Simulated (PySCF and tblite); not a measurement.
C5H13N, numbered as in [CH3:1][CH:2]([CH3:3])[N:4]([CH3:5])[CH3:6].

Free energies: PBE0-D3(BJ)/pcSseg-1 (IEF-PCM, chloroform) on GFN2-xTB structures plus GFN2-xTB thermal terms, symmetry and mirror images included. Conformers within 1 kcal/mol (GFN2-xTB free energy) were kept, 10 at most. GIAO shieldings: PBE0/pcSseg-1 (IEF-PCM, chloroform). Shifts are against TMS (¹H), TMS (¹³C), NH3 (¹⁵N) at the same level. Programs: PySCF with density fitting and tblite.

Torsions listed: C1–C2–N4–C5. Of a mirror pair one member is shown.

```csv
conformer,shape,weight %,dipole D
1,71°,100.0,0.78
```

(1) How do the computed shifts compare with measured ones?

Results:

(1) 
```json
{"nucleus": "¹³C", "signal": "C1/C3", "leading conformer": "18.6", "average": "18.6", "measured": "18.7", "medium": "not stated per compound (mostly CDCl3 or CCl4)"}
{"nucleus": "¹³C", "signal": "C2", "leading conformer": "58.1", "average": "58.1", "measured": "55.5", "medium": "not stated per compound (mostly CDCl3 or CCl4)"}
```

Measured values: Pretsch, Buehlmann, Badertscher, Structure Determination of Organic Compounds, 4th ed. (2009). Mean difference for ¹³C: 1.25 ppm, scatter 1.35 ppm. The computed shifts are unscaled and lack vibrational corrections.


¹⁵N shifts are against a computed isolated NH3 molecule, about 20 ppm from the liquid.